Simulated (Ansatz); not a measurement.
System: zinc-blende MgS (metastable phase). Method: r²SCAN+rVV10 in Ansatz (PAW).

Numerical settings: plane-wave cutoff 560 eV, 10×10×10 k mesh, Fermi–Dirac smearing 0.01 eV, scalar-relativistic PAW data made under PBE.

Cell (relaxed at this level):

```
CELL_PARAMETERS angstrom
      0.00000    -2.82348     2.82348
      2.82348    -2.82348     0.00000
      2.82348     0.00000     2.82348
ATOMIC_POSITIONS crystal
  Mg 0.00000 0.00000 0.00000
  S  0.25000 0.25000 0.25000
```

### Question
Give the computed bulk modulus B0, band gap, width of the whole s-p valence band and pressure derivative B′ of the bulk modulus.

### Answer

- bulk modulus B0: 61.1 GPa
- band gap: 4.11 eV (direct)
- width of the whole s-p valence band: 11.77 eV
- pressure derivative B′ of the bulk modulus: 4.0

Measured, for comparison: band gap 4.78 ± 0.1 eV (temperature not stated, extrapolated in composition from an alloy gap of 4.19 eV, direct; extrapolated from a Zn0.2Mg0.8S0.645Se0.355 epilayer; as tabulated in Lucero et al. (2012), arXiv:1111.4515). Computed (rounded) less measured: band gap -0.67 eV.

Computing time: very roughly 100 core-seconds.

Ansatz is an electronic-structure program.
